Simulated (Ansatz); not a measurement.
`F[Si]Cl` + H₂O → `O[Si]Cl` + H–F at 600 K and 1 bar (formal hydrolysis of the Si–F bond).

Computed with Ansatz on PBE0-D4/def2-TZVP structures; ΔE is electronic, products minus reactants. CCSD(T)/CBS is extrapolated from def2-TZVPP and def2-QZVPP, frozen cores. One conformer a species, not always the lowest.

```json
{"species": "`F[Si]Cl`", "CCSD(T)/CBS energy (Eh)": "-848.72277", "H − E (kJ/mol)": "37.4", "S (J/(mol·K))": "311.4"}
{"species": "H₂O", "CCSD(T)/CBS energy (Eh)": "-76.37685", "H − E (kJ/mol)": "76.8", "S (J/(mol·K))": "212.8"}
{"species": "`O[Si]Cl`", "CCSD(T)/CBS energy (Eh)": "-824.69564", "H − E (kJ/mol)": "72.4", "S (J/(mol·K))": "323.1"}
{"species": "H–F", "CCSD(T)/CBS energy (Eh)": "-100.39431", "H − E (kJ/mol)": "42.3", "S (J/(mol·K))": "194.0"}
```

H − E and S are ideal-gas, rigid-rotor, harmonic terms from PBE0-D4/def2-TZVP, for one conformer and one mirror image of each species. 1 Eh = 2625.50 kJ/mol, R = 8.31446 J/(mol·K).

Q: By hand: ΔE, ΔH, ΔS and ΔG.

A: ΔE = (-824.69564) + (-100.39431) − (-848.72277) − (-76.37685) = 0.00967 Eh = 25.4 kJ/mol. Δ(H − E) = 72.4 + 42.3 − 37.4 − 76.8 = 0.5, so ΔH = 25.9 kJ/mol. ΔS = 323.1 + 194.0 − 311.4 − 212.8 = -7.1 J/(mol·K). ΔG = 25.9 − 600 × (-7.1)/1000 = 30.2 kJ/mol.

Q: By hand: the equilibrium constant, and the temperature at which ΔG would vanish if ΔH and ΔS stayed fixed.

A: log₁₀ K = −ΔG/(RT ln 10) = -2.6. ΔH and −TΔS have one sign here, so there is no such temperature.

The number of gas molecules stays the same, so ΔS is small and ΔH decides. A doubt of 5 kJ/mol in ΔE shifts log₁₀ K by 0.4 here. Other conformers and mirror images would add mixing entropy, several J/(mol·K) or more a flexible species. These are equilibria of isolated gas molecules and say nothing of rates. Largest T1 diagnostic: 0.014 (customary marks: 0.02 for closed shells, 0.045 for open ones).

ΔS is within the doubt of such terms, so its sign, and with it that verdict, could turn.
